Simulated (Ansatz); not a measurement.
Geometry optimisation, RKS B3LYP/def2-SVP in Ansatz.

The input (input.yaml):

```yaml
crystal:
  periodic: [false, false, false]
  atoms:
    - { symbol: Al, position_ang: [-1.084917, -0.155459, 0.774539] }
    - { symbol: H, position_ang: [1.610682, -0.072232, 1.361603] }
    - { symbol: Cl, position_ang: [2.280766, 0.290971, 0.263846] }
    - { symbol: "N", position_ang: [-1.672088, -0.040881, -0.927139] }
    - { symbol: H, position_ang: [-2.560298, -0.412759, -1.266305] }
    - { symbol: H, position_ang: [-1.182245, 0.39036, -1.712345] }
basis:
  gaussian: { orbitals: def2-SVP }
hamiltonian:
  xc: b3lyp
relax:
  f_tol: 0.03
  max_steps: 50
```

Run as:

```bash
$ ansatz run input.yaml --threads 1 --pin off --max-ram 2048MiB --backend cpu --events-out ev --progress --plain --runs-dir out
```

Q: Where does it end, and by what steps?

A: The run converged. The force dipped under the threshold on the way, but the program's further checks kept it going. After 20 steps the energy has fallen by 0.039 eV; H2 moved furthest, 0.42 Å.

```json
{"step": "0", "energy less start (eV)": "0.0000", "largest force component (eV/Å)": "0.832", "accepted": "yes"}
{"step": "1", "energy less start (eV)": "-0.0068", "largest force component (eV/Å)": "0.708", "accepted": "yes"}
{"step": "2", "energy less start (eV)": "-0.0181", "largest force component (eV/Å)": "0.604", "accepted": "yes"}
{"step": "3", "energy less start (eV)": "0.0054", "largest force component (eV/Å)": "0.572", "accepted": "no"}
{"step": "4", "energy less start (eV)": "-0.0309", "largest force component (eV/Å)": "0.223", "accepted": "yes"}
{"step": "5", "energy less start (eV)": "-0.0335", "largest force component (eV/Å)": "0.105", "accepted": "yes"}
{"step": "6", "energy less start (eV)": "-0.0336", "largest force component (eV/Å)": "0.091", "accepted": "yes"}
{"step": "7", "energy less start (eV)": "-0.0189", "largest force component (eV/Å)": "0.914", "accepted": "no"}
{"step": "8", "energy less start (eV)": "-0.0349", "largest force component (eV/Å)": "0.014", "accepted": "yes"}
{"step": "9", "energy less start (eV)": "-0.0300", "largest force component (eV/Å)": "0.544", "accepted": "no"}
{"step": "10", "energy less start (eV)": "-0.0357", "largest force component (eV/Å)": "0.050", "accepted": "yes"}
{"step": "11", "energy less start (eV)": "-0.0358", "largest force component (eV/Å)": "0.105", "accepted": "yes"}
{"step": "12", "energy less start (eV)": "-0.0357", "largest force component (eV/Å)": "0.254", "accepted": "no"}
{"step": "13", "energy less start (eV)": "-0.0372", "largest force component (eV/Å)": "0.038", "accepted": "yes"}
{"step": "14", "energy less start (eV)": "-0.0378", "largest force component (eV/Å)": "0.021", "accepted": "yes"}
{"step": "15", "energy less start (eV)": "-0.0383", "largest force component (eV/Å)": "0.081", "accepted": "yes"}
{"step": "16", "energy less start (eV)": "-0.0385", "largest force component (eV/Å)": "0.089", "accepted": "yes"}
{"step": "17", "energy less start (eV)": "-0.0389", "largest force component (eV/Å)": "0.036", "accepted": "yes"}
{"step": "18", "energy less start (eV)": "-0.0390", "largest force component (eV/Å)": "0.032", "accepted": "yes"}
{"step": "19", "energy less start (eV)": "-0.0387", "largest force component (eV/Å)": "0.047", "accepted": "no"}
{"step": "20", "energy less start (eV)": "-0.0390", "largest force component (eV/Å)": "0.008", "accepted": "yes"}
```

```xyz
6
Properties=species:S:1:pos:R:3
Al -1.321 -0.355 0.805
H 2.000 0.038 1.453
Cl 2.095 0.322 0.197
N -1.706 -0.065 -0.937
H -2.634 -0.134 -1.355
H -1.043 0.193 -1.668
```

Whether the end is a true minimum wasn't checked by a vibrational analysis.

The run took 66 s on 1 thread of Arm Neoverse N1, with other jobs on the host, peak memory 0.13 GiB.
